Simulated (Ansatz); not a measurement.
**SiH4O (built from SMILES O[SiH3]): search for a transition state**

Is there a first-order saddle for this 1,1-elimination, which should form O2–H3 and break Si1–O2, Si1–H3, and which two structures does it connect?

Program: Ansatz 0.2.0, Gaussian basis. Level of theory: PBE0-D4, def2-SVP first, then def2-TZVP. These are calculated values, not measurements.

### Step 1. The system as given

The guess: 6 atoms, charge 0, spin multiplicity 1.

Atoms are counted from 1 here; the program's logs count them from 0.

Bond lengths: Si1–H4 1.469 Å, Si1–H5 1.462 Å, O2–H6 0.961 Å. Angles: H4–Si1–H5 104.0°.

As a file:

```xyz
6
H4OSi
Si   -0.94190    0.14350   -0.02400
O     1.03460   -0.34900   -0.39220
H     0.15120   -1.25020   -0.61570
H    -0.88510    0.46880    1.40750
H    -1.04690    1.44620   -0.67910
H     1.68810   -0.45930    0.30350
```

Distances that are to change: O2–H3 1.28 Å, Si1–O2 2.07 Å, Si1–H3 1.87 Å.

### Step 2. Relaxing the guess with the reacting distances held

hold/in.yaml reads:

```yaml
crystal:
  periodic: [false, false, false]
  atoms:
    - {symbol: Si, position_ang: [-0.941900, 0.143500, -0.024000]}
    - {symbol: O, position_ang: [1.034600, -0.349000, -0.392200]}
    - {symbol: H, position_ang: [0.151200, -1.250200, -0.615700]}
    - {symbol: H, position_ang: [-0.885100, 0.468800, 1.407500]}
    - {symbol: H, position_ang: [-1.046900, 1.446200, -0.679100]}
    - {symbol: H, position_ang: [1.688100, -0.459300, 0.303500]}
basis:
  gaussian: {orbitals: def2-SVP}
hamiltonian: {xc: pbe0, dispersion: d4}
relax: {f_tol: 0.08, max_steps: 120, escape_saddle: false, constraints: [{distance: [1, 2]}, {distance: [0, 1]}, {distance: [0, 2]}]}
```

On the command line:

```bash
> ansatz run in.yaml --threads 2 --pin off --events-out ev --progress --plain --max-ram 4352MiB
```

The runs that follow: Force constants to start from; Saddle search in the small basis; Saddle search in triple zeta; Vibrations at the point found; Relaxing after a step of 0.30 Å one way along the mode; Relaxing after a step of 0.30 Å the other way along the mode.

**Question.** What will these runs give? Wanted: imaginary mode; barrier from the start side; barrier from the end side; energy of the step; pairs that change; zero-point energy at the saddle.

**Answer**, as computed:

| quantity | value |
| --- | --- |
| imaginary mode | 1522i cm⁻¹ |
| barrier from the start side | 328.9 kJ/mol |
| barrier from the end side | 85.8 kJ/mol |
| energy of the step | +243.1 kJ/mol |
| pairs that change | O2–H3 formed, Si1–O2 loosened, Si1–H3 broken |
| zero-point energy at the saddle | 0.943 eV |

What this shows: One imaginary mode, 1522i cm⁻¹, makes this a first-order saddle. Going downhill both ways gives the intended start and end. A bond meant to break is only loosened at the end: the products stay bound as an adduct. At PBE0-D4/def2-TZVP the electronic barrier is 328.9 kJ/mol, about 133 kT at 298 K, and the step runs 243.1 kJ/mol uphill. The barrier is thin enough for tunnelling; the leading (Wigner) term alone is a factor of 3.2 at 298 K. A step off the saddle overshot and began above it in energy, so the link to its end is likely but not proven.
